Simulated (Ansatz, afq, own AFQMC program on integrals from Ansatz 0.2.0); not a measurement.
AFQMC on a folder of integrals that Ansatz 0.2.0 wrote.

```yaml
crystal:
  periodic: [false, false, false]
  atoms:
    - {symbol: N, position_ang: [0.000000, 0.000000, 1.503167]}
    - {symbol: B, position_ang: [0.000000, 0.000000, 0.169267]}
    - {symbol: P, position_ang: [0.000000, 0.000000, -1.672433]}
basis:
  gaussian: {orbitals: cc-pVDZ}
magnetization: {spin_polarized: true, initial_magnetization: 5}
correlation: {method: ccsd_t, electrons: outside_noble_gas, hamiltonian_folder: ham}
```

```sh
$ ansatz run in.yaml --threads 1 --pin off --events-out ev --progress --plain --max-ram 1382MiB
```

Options of the walk:

```
--method free --trial cisd --walkers 60 --time-step 0.03 --max-blocks 80 --target-error 0.00043 --factor-cut 1e-05 --seed 9886 --times 0,0.21,0.42,0.81,1.2,1.8,2.4,3 --taylor-order 8
```

Times are imaginary, in 1/Eh. The walk had a cap of 1658 s.

Output of the walk:

```
orbitals 39  electrons 9 4  factors 298 of 461
reference energy -419.63510589 Eh
CCSD correlation -0.25385243 Eh in 13 cycles, weight of the determinant in the CISD state 0.8740
repeat  energy at the last time / Eh  error
    10  -419.895624  0.001174
    20  -419.896797  0.000760
    30  -419.896923  0.000733
    40  -419.897393  0.000653
    50  -419.897527  0.000601
    60  -419.897204  0.000574
    70  -419.897343  0.000575
    80  -419.897221  0.000526
time / (1/Eh)  energy / Eh  error  mean overlap
  0.00  -419.888979  0.000133  1.1448
  0.21  -419.892393  0.000174  1.1481
  0.42  -419.894294  0.000191  1.1410
  0.81  -419.895749  0.000239  1.1471
  1.20  -419.897020  0.000324  1.1301
  1.80  -419.896914  0.000401  1.1332
  2.40  -419.896585  0.000383  1.1526
  3.00  -419.897221  0.000526  1.1609
energy -419.897221 +/- 0.000526 Eh
```

The run passed its tests (error under three times the target), which doesn't prove that it has relaxed.

Against this walk (error 14.3 meV) on the same determinant: CCSD(T) 49.5 meV higher, CCSDT(Q) 4.8 meV lower (within the noise). The error is statistical, and a free projection of finite length keeps a remainder of its start.

Cautions: remainder of the start not in the error; error above the target (14.3 against 11.7 meV); another spin lies lower; unrestricted determinant slightly spin contaminated (⟨S²⟩ 8.80 against 8.75).

The walk took 6.2 min on 1 thread of Arm Neoverse V1, with other jobs on the host. The log's last line is the free-projection energy.

CCSDT and higher add their correlation energy to the determinant of the CCSD(T) run, since their own runs factorise the integrals more tightly (a shift of under 2 meV). A walk keeps the symmetry of its determinant, which the program's search chose and which needn't be the lowest solution, so a lower state of the same spin and another symmetry isn't excluded.
